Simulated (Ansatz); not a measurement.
Geometry optimisation, RKS LDA/6-31G* in Ansatz.

The input (input.yaml):

```yaml
crystal:
  periodic: [false, false, false]
  atoms:
    - { symbol: Si, position_ang: [-0.12349, -0.019388, 0.035515] }
    - { symbol: H, position_ang: [0.065201, 0.13896, 1.49163] }
    - { symbol: H, position_ang: [1.207509, -0.006004, -0.638846] }
    - { symbol: H, position_ang: [-0.934585, 1.159049, -0.446314] }
    - { symbol: O, position_ang: [-0.896236, -1.427516, -0.406916] }
    - { symbol: H, position_ang: [-1.865413, -1.413099, -0.282447] }
    - { symbol: P, position_ang: [1.714913, -2.541552, 1.372246] }
    - { symbol: H, position_ang: [0.577174, -2.711515, 0.508217] }
    - { symbol: H, position_ang: [2.47588, -1.903619, 0.333494] }
    - { symbol: H, position_ang: [1.210048, -1.292817, 1.845821] }
basis:
  gaussian: { orbitals: "6-31G*" }
hamiltonian:
  xc: lda
relax:
  f_tol: 0.03
  max_steps: 50
```

Launched with:

```bash
$ ansatz run input.yaml --threads 1 --pin off --max-ram 2048MiB --backend cpu --events-out ev --progress --plain --runs-dir out
```

Where does it end, and by what steps?

It converged. After 7 steps the energy has fallen by 0.146 eV; H10 moved furthest, 0.57 Å.

```json
{"step": "0", "energy less start (eV)": "0.0000", "largest force component (eV/Å)": "0.671", "accepted": "yes"}
{"step": "1", "energy less start (eV)": "-0.1179", "largest force component (eV/Å)": "0.164", "accepted": "yes"}
{"step": "2", "energy less start (eV)": "-0.1167", "largest force component (eV/Å)": "0.412", "accepted": "no"}
{"step": "3", "energy less start (eV)": "-0.1319", "largest force component (eV/Å)": "0.286", "accepted": "yes"}
{"step": "4", "energy less start (eV)": "-0.1401", "largest force component (eV/Å)": "0.099", "accepted": "yes"}
{"step": "5", "energy less start (eV)": "-0.1438", "largest force component (eV/Å)": "0.124", "accepted": "yes"}
{"step": "6", "energy less start (eV)": "-0.1454", "largest force component (eV/Å)": "0.055", "accepted": "yes"}
{"step": "7", "energy less start (eV)": "-0.1459", "largest force component (eV/Å)": "0.026", "accepted": "yes"}
```

```xyz
10
Properties=species:S:1:pos:R:3
Si -0.252 0.134 -0.077
H -0.134 0.322 1.413
H 1.112 0.158 -0.689
H -1.065 1.283 -0.613
O -0.910 -1.336 -0.497
H -1.830 -1.487 -0.205
P 1.789 -2.809 1.348
H 0.584 -2.581 0.585
H 2.582 -2.069 0.402
H 1.554 -1.632 2.145
```

Whether the end is a true minimum wasn't checked by a vibrational analysis.

The run took 15 s on 1 thread of Arm Neoverse V1, on a shared host, peak memory 0.13 GiB.
